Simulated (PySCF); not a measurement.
# How well do the runs reproduce experiment for acetamide?

**What was measured.**

NIST CCCBDB Release 22 (SRD 101), experimental dipoles lists, for the gas: dipole moment (dielectric constant and refractivity) 3.76 D.

NIST CCCBDB Release 22 (SRD 101), experimental polarizabilities lists, for the gas: mean polarisability 5.67 Å³.

How close the calculation comes is told at the end.

Compound: acetamide, C2H5NO.
Atom-mapped SMILES: `[CH3:1][C:2]([NH2:3])=[O:4]` (hydrogens: H5, H6, H7 on C1; H8, H9 on N3)

Cartesian coordinates in Å at the PBE0-D3(BJ)/def2-SVP level; atoms count from 1:
```
atom  x, y, z in Å
C1    -1.0433   -0.2296   -0.2729
C2     0.1627    0.0839    0.5867
N3     1.3321    0.2578   -0.0864
O4     0.0874    0.1707    1.7938
H5    -1.4449   -1.2056    0.0352
H6    -0.8376   -0.2486   -1.3522
H7    -1.8212    0.5187   -0.0653
H8     2.1639    0.4656    0.4507
H9     1.4010    0.1870   -1.0898
```

Runs made with PySCF (gas phase, on this PBE0-D3(BJ)/def2-SVP geometry; no spin–orbit coupling):

```json
{"level": "B3LYP/def2-SVPD", "job": "10 singlets by full TDDFT, 4 Tamm–Dancoff triplets, polarisability, ΔSCF ions", "basis functions": "123"}
{"level": "HF/def2-SVPD", "job": "10 singlets by TDHF, 4 Tamm–Dancoff triplets, polarisability, ΔSCF ions", "basis functions": "123"}
{"level": "BHandHLYP/def2-SVPD", "job": "10 singlets by full TDDFT, 4 Tamm–Dancoff triplets, polarisability, ΔSCF ions", "basis functions": "123"}
{"level": "CAM-B3LYP/def2-SVPD", "job": "10 singlets by full TDDFT, 4 Tamm–Dancoff triplets, polarisability, ΔSCF ions", "basis functions": "123"}
{"level": "PBE0/6-31+G*", "job": "10 singlets by full TDDFT, 4 Tamm–Dancoff triplets, polarisability", "basis functions": "82"}
{"level": "PBE0/6-31G*", "job": "10 singlets by full TDDFT, 4 Tamm–Dancoff triplets, polarisability", "basis functions": "66"}
{"level": "PBE0/def2-SVP", "job": "10 singlets by full TDDFT, 4 Tamm–Dancoff triplets, polarisability", "basis functions": "81"}
{"level": "PBE0/def2-TZVP", "job": "10 singlets by full TDDFT, 4 Tamm–Dancoff triplets, polarisability", "basis functions": "154"}
{"level": "wB97X-D/def2-SVPD", "job": "10 singlets by full TDDFT, 4 Tamm–Dancoff triplets, polarisability, ΔSCF ions", "basis functions": "123"}
{"level": "B3LYP/def2-TZVP", "job": "spin–spin couplings from 9 perturbed nuclei", "basis functions": "154"}
{"level": "B3LYP/pcJ-0", "job": "spin–spin couplings from 9 perturbed nuclei", "basis functions": "67"}
{"level": "B3LYP/pcJ-2", "job": "spin–spin couplings from 9 perturbed nuclei", "basis functions": "324"}
{"level": "PBE0/def2-SVPD", "job": "10 singlets by full TDDFT, 4 Tamm–Dancoff triplets, polarisability, ΔSCF ions", "basis functions": "123"}
{"level": "LDA/def2-SVPD", "job": "10 singlets by full TDDFT, 4 Tamm–Dancoff triplets, polarisability, ΔSCF ions", "basis functions": "123"}
{"level": "PBE/def2-SVPD", "job": "10 singlets by full TDDFT, 4 Tamm–Dancoff triplets, polarisability, ΔSCF ions", "basis functions": "123"}
{"level": "LC-wPBE/def2-SVPD", "job": "10 singlets by full TDDFT, 4 Tamm–Dancoff triplets, polarisability, ΔSCF ions", "basis functions": "123"}
{"level": "PBE0/aug-cc-pVDZ", "job": "10 singlets by full TDDFT, 4 Tamm–Dancoff triplets, polarisability", "basis functions": "137"}
{"level": "PBE0/aug-cc-pVTZ", "job": "10 singlets by full TDDFT, 4 Tamm–Dancoff triplets, polarisability", "basis functions": "299"}
```

All basis functions are spherical.

## Comparison

**Dipole moment.** Measured: 3.76 D (NIST CCCBDB Release 22 (SRD 101), experimental dipoles).

```json
{"level": "B3LYP/def2-SVPD", "computed (D)": "3.96", "computed − measured (D)": "+0.20", "% (from the printed values)": "+5"}
{"level": "HF/def2-SVPD", "computed (D)": "4.27", "computed − measured (D)": "+0.51", "% (from the printed values)": "+14"}
{"level": "BHandHLYP/def2-SVPD", "computed (D)": "4.09", "computed − measured (D)": "+0.33", "% (from the printed values)": "+9"}
{"level": "CAM-B3LYP/def2-SVPD", "computed (D)": "4.02", "computed − measured (D)": "+0.26", "% (from the printed values)": "+7"}
{"level": "PBE0/6-31+G*", "computed (D)": "4.00", "computed − measured (D)": "+0.24", "% (from the printed values)": "+6"}
{"level": "PBE0/6-31G*", "computed (D)": "3.72", "computed − measured (D)": "-0.04", "% (from the printed values)": "-1"}
{"level": "PBE0/def2-SVP", "computed (D)": "3.77", "computed − measured (D)": "+0.01", "% (from the printed values)": "0"}
{"level": "PBE0/def2-TZVP", "computed (D)": "3.88", "computed − measured (D)": "+0.12", "% (from the printed values)": "+3"}
{"level": "wB97X-D/def2-SVPD", "computed (D)": "4.01", "computed − measured (D)": "+0.25", "% (from the printed values)": "+7"}
{"level": "B3LYP/def2-TZVP", "computed (D)": "3.88", "computed − measured (D)": "+0.12", "% (from the printed values)": "+3"}
{"level": "B3LYP/pcJ-0", "computed (D)": "3.91", "computed − measured (D)": "+0.15", "% (from the printed values)": "+4"}
{"level": "B3LYP/pcJ-2", "computed (D)": "3.92", "computed − measured (D)": "+0.16", "% (from the printed values)": "+4"}
```

12 of the 26 levels run are shown, the closest and the furthest among them. The computed dipoles belong to one fixed geometry; measured ones are averaged over vibrations unless marked μe. Magnitudes are compared, not signs.

**Mean polarisability.** Measured: 5.67 Å³ (NIST CCCBDB Release 22 (SRD 101), experimental polarizabilities).

| level | computed (Å³) | computed − measured (Å³) | % (from the printed values) |
| --- | --- | --- | --- |
| PBE0/def2-SVPD | 5.69 | +0.02 | 0 |
| B3LYP/def2-SVPD | 5.77 | +0.10 | +2 |
| HF/def2-SVPD | 5.20 | -0.47 | -8 |
| LDA/def2-SVPD | 6.04 | +0.37 | +7 |
| PBE/def2-SVPD | 6.00 | +0.33 | +6 |
| CAM-B3LYP/def2-SVPD | 5.67 | 0.00 | 0 |
| LC-wPBE/def2-SVPD | 5.53 | -0.14 | -2 |
| PBE0/6-31+G* | 5.24 | -0.43 | -8 |
| PBE0/6-31G* | 4.38 | -1.29 | -23 |
| PBE0/aug-cc-pVDZ | 5.84 | +0.17 | +3 |
| PBE0/aug-cc-pVTZ | 5.88 | +0.21 | +4 |
| PBE0/def2-TZVP | 5.28 | -0.39 | -7 |

12 of the 16 levels run are shown, the closest and the furthest among them. Closest is CAM-B3LYP/def2-SVPD (0.00 Å³), furthest PBE0/6-31G* (-1.29 Å³); one molecule doesn't rank methods. The computed values are static and purely electronic, with core orbitals frozen in the response (1 au = 0.148185 Å³). The table of measured values doesn't say here whether a value is static or optical, or holds a vibrational part.

No measured geometry was used, and the causes of the misses weren't examined.
